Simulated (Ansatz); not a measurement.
PF3. Charge 0, multiplicity 1. Geometry r2SCAN-D4/def2-TZVP; atoms count from 1.

Cartesian coordinates in Å:
```
P 0.064 0.449 -0.373
F -0.281 -0.987 -0.926
F -1.048 0.511 0.743
F 1.265 0.027 0.557
```

**Question.** Estimate the Mulliken populations from the PBE0/def2-TZVP orbitals of Ansatz.

**Answer.** 
| atom | charge (e) |
| --- | --- |
| P1 | 0.69 |
| F2 | -0.23 |
| F3 | -0.23 |
| F4 | -0.23 |
Mulliken values depend strongly on the basis.

**Question.** And the Mayer bond orders between heavy atoms (over 0.3)?

**Answer.** P1–F2 1.09 (1.58 Å); P1–F3 1.09 (1.58 Å); P1–F4 1.09 (1.58 Å).
